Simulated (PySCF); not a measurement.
## Atomic charges against the basis set

Compound: (CH3)2PPF2, C2H6F2P2.
SMILES with atom numbers: `[CH3:1][P:2]([CH3:3])[P:4]([F:5])[F:6]` (hydrogens: H7, H8, H9 on C1; H10, H11, H12 on C3)

PBE0 throughout (PySCF), one geometry, spherical d and f functions. The structure is a single PBE0-D3(BJ)/def2-SVP conformer in the gas phase; no vibrational or solvent corrections. Atoms taken as equivalent share a column and are averaged.

Mulliken charges (e):

```
        basis  functions   C1/C3      P2      P4   F5/F6  H7 (×6)
       STO-3G         44  -0.370  +0.265  +0.465  -0.222   +0.076
        6-31G         74  -0.820  +0.292  +0.930  -0.433   +0.214
       6-31G*        104  -0.760  +0.194  +0.836  -0.388   +0.211
     def2-SVP        122  -0.270  -0.033  +0.738  -0.353   +0.090
6-311+G(2d,p)        214  -0.743  +0.651  +0.264  -0.256   +0.181
    def2-TZVP        234  -0.449  +0.067  +0.473  -0.264   +0.147
```

IAO charges (e):

| basis | functions | C1/C3 | P2 | P4 | F5/F6 | H7 (×6) |
| --- | --- | --- | --- | --- | --- | --- |
| STO-3G | 44 | -0.562 | +0.324 | +0.607 | -0.291 | +0.129 |
| 6-31G | 74 | -0.616 | +0.278 | +0.830 | -0.440 | +0.167 |
| 6-31G* | 104 | -0.608 | +0.298 | +0.934 | -0.475 | +0.156 |
| def2-SVP | 122 | -0.598 | +0.301 | +0.926 | -0.473 | +0.152 |
| 6-311+G(2d,p) | 214 | -0.625 | +0.319 | +0.957 | -0.493 | +0.160 |
| def2-TZVP | 234 | -0.627 | +0.319 | +0.973 | -0.497 | +0.160 |

Hirshfeld charges (e):

```json
{"basis": "STO-3G", "functions": "44", "C1/C3": "-0.100", "P2": "+0.109", "P4": "+0.297", "F5/F6": "-0.139", "H7 (×6)": "+0.012"}
{"basis": "6-31G", "functions": "74", "C1/C3": "-0.145", "P2": "+0.063", "P4": "+0.304", "F5/F6": "-0.183", "H7 (×6)": "+0.048"}
{"basis": "6-31G*", "functions": "104", "C1/C3": "-0.143", "P2": "+0.044", "P4": "+0.263", "F5/F6": "-0.151", "H7 (×6)": "+0.047"}
{"basis": "def2-SVP", "functions": "122", "C1/C3": "-0.163", "P2": "+0.091", "P4": "+0.290", "F5/F6": "-0.159", "H7 (×6)": "+0.044"}
{"basis": "6-311+G(2d,p)", "functions": "214", "C1/C3": "-0.168", "P2": "+0.091", "P4": "+0.289", "F5/F6": "-0.164", "H7 (×6)": "+0.047"}
{"basis": "def2-TZVP", "functions": "234", "C1/C3": "-0.169", "P2": "+0.086", "P4": "+0.278", "F5/F6": "-0.155", "H7 (×6)": "+0.047"}
```

Some averages cover members that differ in this geometry, most widely: H7 (×6), IAO in 6-31G +0.150 to +0.179; H7 (×6), Mulliken in 6-31G +0.199 to +0.227; H7 (×6), IAO in 6-31G* +0.140 to +0.165 e.

Task: Which scheme is steadiest as the basis changes?

Result: Largest range over the bases for any column: Hirshfeld 0.07 e, IAO 0.37 e, Mulliken 0.68 e. Hirshfeld charges move least and Mulliken charges most, counted in e. Without the minimal STO-3G basis the ranges are Hirshfeld 0.05, IAO 0.14, Mulliken 0.68 e.

Task: How much do the charges still move between the two largest bases, 6-311+G(2d,p) and def2-TZVP?

Result: At most, over all atoms: Mulliken 0.583 e, IAO 0.016 e, Hirshfeld 0.012 e.

Task: What do the same runs give for the total energy, the frontier levels and the dipole moment?

Result: 
| basis | energy (Eh) | HOMO (eV) | LUMO (eV) | μ (D) |
| --- | --- | --- | --- | --- |
| STO-3G | -950.1733 | -2.89 | 5.12 | 1.12 |
| 6-31G | -961.5252 | -6.80 | -0.48 | 3.90 |
| 6-31G* | -961.6777 | -6.52 | -0.28 | 2.89 |
| def2-SVP | -961.2922 | -6.64 | -0.35 | 2.94 |
| 6-311+G(2d,p) | -961.8433 | -6.78 | -0.83 | 3.06 |
| def2-TZVP | -961.8826 | -6.68 | -0.66 | 2.91 |

The dipole is fixed by the density alone, so its range of 2.78 D shows that the density itself changes with the basis, not only its division among atoms.
